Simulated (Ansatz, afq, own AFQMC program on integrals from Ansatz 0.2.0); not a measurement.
Integrals from Ansatz 0.2.0, then the random walk in our own AFQMC program (afq).

```yaml
crystal:
  periodic: [false, false, false]
  atoms:
    - {symbol: B, position_ang: [0.000000, -1.352182, 2.598029]}
    - {symbol: B, position_ang: [0.000000, 1.352182, 2.598029]}
    - {symbol: Ga, position_ang: [0.000000, 0.000000, -0.754885]}
    - {symbol: H, position_ang: [0.000000, 0.000000, -3.513818]}
basis:
  gaussian: {orbitals: cc-pVDZ}
magnetization: {spin_polarized: false}
correlation: {method: ccsd_t, electrons: outside_noble_gas, hamiltonian_folder: ham}
```

```sh
$ ansatz run in.yaml --threads 1 --pin off --events-out ev --progress --plain --max-ram 1382MiB
```

Options of the walk:

```
--method phaseless --trial cisd --walkers 60 --populations 1 --least-time 40 --time-step 0.005 --steps-per-block 50 --equilibration-blocks 40 --max-blocks 300 --target-error 0.00076 --factor-cut 1e-05 --seed 3496 --release-times 0.24,0.51,0.99,1.62,2.4 --release-step 0.03 --release-every 4 --taylor-order 6
```

Times are imaginary, in 1/Eh. The walk had a cap of 1938 s. Filled inner d shells are frozen with the cores.

```
orbitals 44  electrons 5 5  factors 305 of 632
reference energy -1972.72613039 Eh
CCSD correlation -0.24839910 Eh in 23 cycles, weight of the determinant in the CISD state 0.7077
energy of the start -1972.974529 Eh
 block  time / (1/Eh)  mean weight  energy / Eh
     1     0.250  0.9996  -1972.967726
     2     0.500  1.0006  -1972.966495
     3     0.750  0.9990  -1972.966809
     4     1.000  1.0001  -1972.968481
     5     1.250  1.0003  -1972.970405
     8     2.000  0.9993  -1972.976395
    17     4.250  1.0004  -1972.984363
    41    10.250  1.0004  -1972.978911
    65    16.250  0.9980  -1972.971861
    89    22.250  0.9995  -1972.981400
   113    28.250  1.0007  -1972.985815
   137    34.250  1.0013  -1972.981879
   161    40.250  1.0029  -1972.990629
   177    44.250  1.0001  -1972.969364
   185    46.250  0.9994  -1972.984142
   193    48.250  0.9980  -1972.998029
   209    52.250  1.0005  -1972.986216
   233    58.250  0.9979  -1972.995478
   257    64.250  1.0008  -1972.992838
   281    70.250  1.0010  -1972.979958
   305    76.250  0.9999  -1972.997900
   329    82.250  1.0014  -1972.982598
   337    84.250  0.9984  -1972.984473
blocks merged  error / Eh  count
     1  0.000443  300
     2  0.000546  150
     4  0.000630  75
     8  0.000749  37
    16  0.000892  18
    32  0.001191  9
released: time / (1/Eh)  energy / Eh  error  mean overlap
  0.24  -1972.983465  0.001059  0.9939
  0.51  -1972.984050  0.001195  0.9840
  0.99  -1972.987187  0.001453  0.9780
  1.62  -1972.984175  0.001489  0.9897
  2.40  -1972.989022  0.002224  1.0079
energy -1972.982301 +/- 0.000892 Eh
(rows thinned)
```

Q: Estimate how long the walk took on 1 thread of AMD EPYC 9R45 96-Core Processor (Zen 5), on a shared host.

A: 2.2 min of wall time.

The run passed its tests (sampling time, drift between the halves within three errors, error under three times the target), which doesn't prove that it has relaxed. The second half of the sampling lies below the first by 1.7 errors of their difference, so the energy may still be moving and its error bar be too small.

Against this walk (error 24.3 meV) on the same determinant: CCSD(T) 76.6 meV lower, CCSDT(Q) 167.8 meV lower. The error is statistical and leaves out the bias of the constraint. None of these is a sure reference here. Released to 1.62 1/Eh the energy moves by -51 ± 47 meV (both errors), within twice the noise.

Cautions: constraint bias not in the error; error above the target (24.3 against 20.7 meV); no relativity below Rb; no spin-orbit coupling; inner d shell frozen; higher spins were not checked; restricted determinant unstable towards unrestricted (UHF 1.27 eV lower, ⟨S²⟩ 1.83); strong correlation (T1 0.043, weight of the determinant 0.71, largest double 0.22); the bias of populations of 60 walkers isn't removed.

CCSDT and higher add their correlation energy to the determinant of the CCSD(T) run, since their own runs factorise the integrals more tightly (a shift of under 2 meV). A walk keeps the symmetry of its determinant, which the program's search chose and which needn't be the lowest solution, so a lower state of the same spin and another symmetry isn't excluded.
